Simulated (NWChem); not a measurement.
# One shape, several levels: doublet CH2O+

We compute a comparison of 4 runs (UHF/STO-3G, UHF/3-21G, UB3LYP/6-31G*) of doublet CH2O+. 

The calculation is run with NWChem 7.3.0.

**1. The molecule**

CH2O+ has 4 atoms, charge +1, and is taken as a doublet. As SMILES of the parent species, `C=O`. The coordinates come from a PBE0-D4/def2-TZVP relaxation. That shape belongs to the parent species and isn't relaxed for this state.

Bond lengths: C1–O2 1.195 Å, C1–H3 1.109 Å, C1–H4 1.109 Å. Angles: O2–C1–H3 122.0°, O2–C1–H4 122.0°, H3–C1–H4 116.0°.

**2. A single-point energy at UHF/STO-3G (run 1)**

File ch2o.xyz:

```xyz
4

C     -0.002800    -0.002200    -0.003300
O      0.692000     0.544400     0.801300
H     -0.544800     0.559700    -0.790500
H     -0.144300    -1.101900    -0.007500
```

File run.py:

```python
from ase.io import read
from ase.calculators.nwchem import NWChem

system = read('ch2o.xyz')

calc = NWChem(
    label='ch2o',
    theory='scf',
    memory='2200 mb',
    basis='STO-3G',
    basispar='spherical bse',
    charge=1,
    scf={'nopen': '1', 'uhf': None, 'thresh': '1e-08', 'maxiter': '80'},
    task='energy',
)
system.calc = calc

print("Total energy (eV):", round(system.get_potential_energy(), 6))
```

The run is started by

```console
$ export ASE_NWCHEM_COMMAND="nwchem PREFIX.nwi > PREFIX.nwo"
$ python run.py
```

The log of the run:

```text
Total energy (eV): -3049.882324
```

The calculator wrote ch2o.nwi:

```
title "ch2o"

permanent_dir ch2o

scratch_dir ch2o

start ch2o

geometry units angstrom nocenter noautosym noautoz
  C  -2.8000000000000000e-03 -2.2000000000000001e-03 -3.3000000000000000e-03
  O  6.9199999999999995e-01 5.4440000000000000e-01 8.0130000000000001e-01
  H  -5.4479999999999995e-01 5.5969999999999998e-01 -7.9049999999999998e-01
  H  -1.4430000000000001e-01 -1.1019000000000001e+00 -7.4999999999999997e-03
end

charge 1

memory 2200 mb

basis spherical bse noprint
   * library STO-3G
end

scf
  nopen 1
  uhf
  thresh 1e-08
  maxiter 80
end

task scf energy
```

ch2o.nwo:

```text
Northwest Computational Chemistry Package (NWChem) 7.3.0
             --------------------------------------------------------

           Job information
           ---------------

    nwchem branch   = 7.3.0
    use scalapack   = T
    input           = ch2o.nwi
    prefix          = ch2o.
    data base       = ch2o/ch2o.db
    status          = startup
    nproc           =        1

           Memory information
           ------------------

    heap     =     72089600 doubles =      550.0 Mbytes
    stack    =     72089597 doubles =      550.0 Mbytes
    global   =    144179200 doubles =     1100.0 Mbytes (distinct from heap & stack)
    total    =    288358397 doubles =     2200.0 Mbytes
    verify   = yes
    hardfail = no

           Directory information
           ---------------------

  0 permanent = ch2o
  0 scratch   = ch2o

                                NWChem Input Module
                                -------------------

                                       ch2o
                                       ----

[... 24 lines left out ...]
            Nuclear Dipole moment (a.u.)
[... 76 lines left out ...]
 1-e energy   =    -203.369264
[... 7 lines left out ...]
         Quadratically convergent UHF
[... 16 lines left out ...]
       Final UHF  results
[... 3 lines left out ...]
      One electron energy =   -208.967572781975
[... 1 line left out ...]
 Nuclear repulsion energy =     31.458075465033
[... 24 lines left out ...]
          Final beta eigenvalues
[... 109 lines left out ...]
                     UHF Final Beta Molecular Orbital Analysis
[... 118 lines left out ...]
   Mulliken analysis of the beta density
   -------------------------------------

    Atom       Charge   Shell Charges
 -----------   ------   -------------------------------------------------------
    1 C    6     3.13   1.00  0.63  1.50
    2 O    8     3.27   1.00  0.93  1.35
    3 H    1     0.30   0.30
    4 H    1     0.30   0.30

   Mulliken analysis of the spin density
   -------------------------------------

    Atom       Charge   Shell Charges
 -----------   ------   -------------------------------------------------------
    1 C    6    -0.50  -0.00 -0.08 -0.42
    2 O    8     1.24   0.00  0.04  1.20
    3 H    1     0.13   0.13
    4 H    1     0.13   0.13

       Multipole analysis of the density wrt the origin
       ------------------------------------------------

     L   x y z        total         alpha         beta         nuclear
     -   - - -        -----         -----         ----         -------
     0   0 0 0      1.000000     -8.000000     -7.000000     16.000000

     1   1 0 0     -0.001814     -5.262513     -3.866867      9.127565
[... 8 lines of this table left out ...]
     2   0 0 2     -6.493708    -15.198898    -11.870088     20.575278

 Task  times  cpu:        0.1s     wall:        0.1s
 Total times  cpu:        0.2s     wall:        0.2s
```

Run time: 1.1 s. Hardware: 1 thread of Intel Xeon 6975P-C (Granite Rapids), shared host; peak memory 0.097 GiB.

**3. The energy at UHF/3-21G (run 2)**

File mymol.nw:

```
start mymol
title "CH2O hf"
memory 2200 mb
charge 1
geometry noautosym nocenter noautoz
   C       -0.002800      -0.002200      -0.003300
   O        0.692000       0.544400       0.801300
   H       -0.544800       0.559700      -0.790500
   H       -0.144300      -1.101900      -0.007500
end
basis spherical bse
   C library 3-21G
   O library 3-21G
   H library 3-21G
end
scf
   nopen 1
   uhf
   thresh 1e-08
   maxiter 80
end
task scf energy
```

The run is started by

```console
$ nwchem mymol.nw > mymol.out
```

The log of the run:

```text
[...]
  functions       =    22
[...]
  wavefunction    = UHF
[...]
         Total SCF energy =   -112.876425670173
      One electron energy =   -210.278902485426
      Two electron energy =     65.944401350221
 Nuclear repulsion energy =     31.458075465033
                       Sz =      0.5000
                 Sz(Sz+1) =      0.7500
                      S^2 =      0.7999
[...]
```

It took 0.72 s on 1 thread of Intel Xeon 6975P-C (Granite Rapids), shared host; peak memory 0.097 GiB.

Run 3 isn't shown in full; the table further down has it.

**4. A single-point energy at UB3LYP/6-31G(d) (spherical functions) (run 4)**

File ch2o.nw:

```
start ch2o
memory total 2200 mb
charge 1

geometry units angstrom noautosym nocenter noautoz
  C    -0.002800   -0.002200   -0.003300
  O     0.692000    0.544400    0.801300
  H    -0.544800    0.559700   -0.790500
  H    -0.144300   -1.101900   -0.007500
end

basis spherical bse
  * library 6-31G*
end

dft
  xc b3lyp
  mult 2
  grid xfine
  convergence energy 1e-08
  maxiter 100
  mulliken
  print low
end

task dft energy
```

The run is started by

```console
$ nwchem ch2o.nw > ch2o.out
```

The log of the run:

```text
[...]
 d= 0,ls=0.0,diis     1   -113.7855524259 -1.45D+02  4.50D-02  6.23D-01     0.6
[...]
 d= 0,ls=0.0,diis    12   -114.1041806109 -1.32D-09  4.64D-07  1.95D-10     5.9
[...]
         Total DFT energy =     -114.104180610854
      One electron energy =     -211.654894309022
           Coulomb energy =       80.427795732934
    Exchange-Corr. energy =      -14.335157499798
 Nuclear repulsion energy =       31.458075465033
[...]
      Total Density - Mulliken Population Analysis
     ---------------------------------------------
    Atom       Charge   Shell Charges
 -----------   ------   -------------------------------------------------------
    1 C    6     5.87   2.00  0.76  1.96  0.54  0.56  0.06
    2 O    8     7.88   2.00  0.99  2.74  0.91  1.21  0.03
    3 H    1     0.62   0.47  0.15
    4 H    1     0.62   0.47  0.15
[...]
      <S2> =      0.7580 (Exact =     0.7500)
[...]
```

Wall time 6.6 s (1 thread of Intel Xeon 6975P-C (Granite Rapids), shared host); peak memory 0.12 GiB.

**5. Overview of the runs**

```csv
run,level,Cartesian functions,iteration cap,energy (Eh),⟨S²⟩,wall time
1,UHF/STO-3G,no,80,-112.081109,0.843,1.1 s
2,UHF/3-21G,no,80,-112.876426,0.800,0.72 s
3,UB3LYP/6-31G* (Cartesian functions),yes,100,-114.106083,0.758,7.2 s
4,UB3LYP/6-31G* (spherical functions),no,100,-114.104181,0.758,6.6 s
```

**6. Results**

| quantity | value |
| --- | --- |
| run 4: total energy | -114.10418 Eh |
| run 4: ⟨S²⟩ | 0.758 |

What this shows: In run 1 the basis is minimal, so the values are rough. All runs together took 16 s, the longest 7.2 s.
